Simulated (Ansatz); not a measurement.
A nudged elastic band was laid between two geometries of CH3 + CH6Si (12 atoms, charge 0, multiplicity 2).

Theory: UKS r2SCAN-D4/def2-SVP in Ansatz.

```
movable images  : 7
climbing image  : yes
spring          : 5.0 eV/Å²
optimiser       : quadratic models (default)
start path      : through a guess of the saddle point
force threshold : 0.05 eV/Å
iteration limit : 60
end points      : relaxed
```

First end point:

```xyz
12
Properties=species:S:1:pos:R:3
H 0.379 -0.931 -1.251
Si 1.041 -1.292 0.039
C 1.036 0.159 1.233
C -2.076 1.211 -1.205
H 0.313 -2.460 0.627
H 2.442 -1.722 -0.261
H 1.567 1.024 0.806
H 0.007 0.474 1.464
H 1.532 -0.110 2.179
H -2.520 1.627 -0.300
H -2.475 0.293 -1.638
H -1.246 1.725 -1.692
```

Last end point:

```xyz
12
Properties=species:S:1:pos:R:3
H -1.257 0.307 -1.280
Si 1.152 -1.326 0.359
C 1.466 -0.023 1.682
C -2.040 0.966 -1.684
H 0.598 -2.592 0.935
H 2.383 -1.628 -0.438
H 1.842 0.911 1.237
H 0.543 0.209 2.235
H 2.216 -0.378 2.410
H -2.578 1.447 -0.856
H -2.745 0.371 -2.281
H -1.581 1.735 -2.318
```

Task: What changes between the two ends?

Result: Bonds broken: H1–Si2. Bonds formed: H1–C4. CH3 + CH6Si becomes CH4 + CH5Si.

Task: What energy profile does the band end with?

Result: It converged. The highest image is number 5 of 0 to 8, 5.6 kcal/mol above the first end and 21.2 kcal/mol above the last; the last end lies 15.6 kcal/mol below the first. A vibrational analysis at the climbing image gives one clearly imaginary mode, 807i cm⁻¹: a first-order saddle point.

```tsv
image	path coordinate (Å)	energy (kcal/mol)	H1–Si2 (Å)	H1–C4 (Å)
0	0.00	0.0	1.49	3.26
1	0.75	0.3	1.49	3.17
2	1.49	0.5	1.49	3.05
3	2.24	0.6	1.50	2.85
4	2.98	1.5	1.50	2.37
5	3.73	5.6	1.61	1.62
6	4.52	-13.1	2.44	1.11
7	5.31	-15.3	2.92	1.10
8	6.11	-15.6	3.34	1.10
```

Task: What is the geometry of the highest image?

Result: 
```xyz
12
Properties=species:S:1:pos:R:3
H -0.545 -0.117 -0.701
Si 0.606 -0.924 0.092
C 1.254 0.126 1.516
C -1.695 0.752 -1.450
H 0.029 -2.209 0.603
H 1.710 -1.255 -0.865
H 1.678 1.072 1.145
H 0.445 0.372 2.223
H 2.043 -0.402 2.076
H -2.289 1.095 -0.599
H -2.146 -0.018 -2.082
H -1.088 1.506 -1.958
```

Task: What are the harmonic wavenumbers there?

Result: 807i, 2, 64, 116, 232, 418, 468, 502, 548, 609, 698, 856, 879, 935, 1012, 1033, 1062, 1252, 1383, 1384, 1431, 1433, 2192, 2200, 3036, 3082, 3141, 3145, 3269, 3270 cm⁻¹.

Run time: 19 min on 4 threads of Arm Neoverse N1 (shared host), peak memory 0.3 GiB.
